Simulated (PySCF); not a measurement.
**Li₃: PBE0 against B3LYP**

Base calculation in PySCF with density fitting and no spin–orbit coupling, PBE0/def2-TZVP (no relativity): doublet, C2v, Li–Li 2.812 Å (×2), Li–Li 3.366 Å; Li–Li–Li 53.2° (×2), Li–Li–Li 73.5°; wavenumbers 160, 185, 318 cm⁻¹; dipole moment 0.43 D, polar-tensor charge of Li 0.15 e, atomisation energy (no zero-point energy) 136 kJ/mol.

Task: What changes on going to B3LYP/def2-TZVP (no relativity)?

Result: The point group stays the same. Changes: mean bond to Li -0.023 Å, highest wavenumber -3 cm⁻¹, lowest wavenumber -16 cm⁻¹, dipole moment -0.05 D, polar-tensor charge of Li 0.00 e, atomisation energy (no zero-point energy) -6 kJ/mol. The new structure has Li–Li 2.789 Å (×2), Li–Li 3.408 Å; Li–Li–Li 52.3° (×2), Li–Li–Li 75.3°, with wavenumbers 144, 188, 315 cm⁻¹.

Only the bonding shown was studied: isomers, or loss of a ligand pair, can lie lower.
